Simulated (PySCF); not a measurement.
Compound: C5H10O.
SMILES: `C1CCOCC1`

A linear-response calculation (PySCF, def2-SVPD basis, gas phase, vertical, core orbitals frozen in the response) gave these numbers; the functional is withheld.

Orbital energies (eV): HOMO-3 -10.86, HOMO-2 -10.58, HOMO-1 -9.91, HOMO -8.66, LUMO 1.40, LUMO+1 1.97, LUMO+2 2.01.

```csv
state,E (eV),f,"main configurations (H = HOMO, L = LUMO)"
S1,7.21,0.0081,H→L (84%)
S2,7.77,0.061,"H→L+2 (80%), H→L+3 (13%)"
S3,7.92,0.042,H→L+1 (93%)
S4,8.07,0.0067,"H→L+3 (57%), H→L+5 (18%), H→L (11%)"
S5,8.43,0.0048,"H→L+5 (56%), H-1→L (18%), H→L+3 (10%)"
S6,8.48,0.0047,"H-1→L (62%), H→L+3 (11%)"
```

Triplets (Tamm–Dancoff): T1 7.04 eV, H→L (81%); T2 7.62 eV, H→L+2 (77%), H→L+3 (10%); T3 7.82 eV, H→L+1 (91%); T4 7.86 eV, H→L+5 (52%), H→L+3 (22%), H→L (10%).

Vertical ionisation energy by ΔSCF with the same functional: 9.50 eV. Mean static polarisability: 62.6 au.

Question: Name the functional.
A. HF
B. PBE
C. CAM-B3LYP
D. B3LYP

Answer: C. CAM-B3LYP is range-separated, 19% exact exchange at short range and 65% at long range (ω = 0.33 bohr⁻¹). In this run −ε(HOMO) = 8.66 eV differs from the ΔSCF value by -0.84 eV, and S1 differs from the orbital gap of 10.06 eV by -2.85 eV. The ratio −ε(HOMO)/IP is 0.91. Usual ranges for neutral molecules in this basis: 0.85 to 0.93 with CAM-B3LYP, 0.5 to 0.7 with PBE, 0.67 to 0.83 with B3LYP; with Hartree–Fock the ratio is 1 or more (Koopmans' value less the relaxation energy is the ΔSCF value). The other options: PBE, a GGA without exact exchange; HF, time-dependent Hartree–Fock, 100% exact exchange; B3LYP, a global hybrid with 20% exact exchange.

Method used: TDDFT CAM-B3LYP/def2-SVPD, vertical, gas phase, core orbitals frozen in the response in PySCF 2.14.0, density-fitted response routines. Isolated species at its PBE0-D3(BJ)/def2-SVP geometry (one conformer only).
